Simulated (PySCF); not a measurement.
A failing input for AlB

```python
from pyscf import gto, dft

mol = gto.M(
    atom='Al 0 0 0; B 0 0 2.311',
    basis='crenbl',
    ecp={'Al': 'crenbl', 'B': 'crenbl'},
    charge=0,
    spin=2,
    verbose=3,
)
mf = dft.UKS(mol, xc='tpssh')
mf.level_shift = 5.0
mf.kernel()
mf.stability(internal=True, external=True)
mf.dip_moment()
print('orbital energies (hartree):', [e[max(0, n-3):n+3].round(4) for e, n in zip(mf.mo_energy, mol.nelec)])
```

```bash
$ OMP_NUM_THREADS=1 python input.py
```

The log, shortened:

```
SCF not converged.
SCF energy = -4.60667433858109 after 50 cycles  <S^2> = 2.0234177  2S+1 = 3.0155714
<class 'pyscf.dft.uks.UKS'> wavefunction has an internal instability
<class 'pyscf.dft.uks.UKS'> wavefunction is stable in the real -> complex stability analysis
Dipole moment(X, Y, Z, Debye): -0.00000,  0.00000, -1.75033
orbital energies (hartree): [array([-0.2937, -0.1798, -0.1798,  4.8575,  4.929 ,  4.929 ]), array([-0.3853, -0.2583,  4.8894,  4.9169,  4.9169])]
```

Task: Which setting is at fault, why, and what does a mended input give?

Result: The level shift (hartree) (5): a shift this large makes the steps tiny. With this edit
```diff
- mf.level_shift = 5.0
```
the run finishes: E(SCF) = -4.614646 Eh, ⟨S²⟩ = 2.006, μz(SCF) = -1.07 D, internal stable; real -> complex stable.

The bond length is a typed value, not an optimised one. No search for the lowest solution was made.
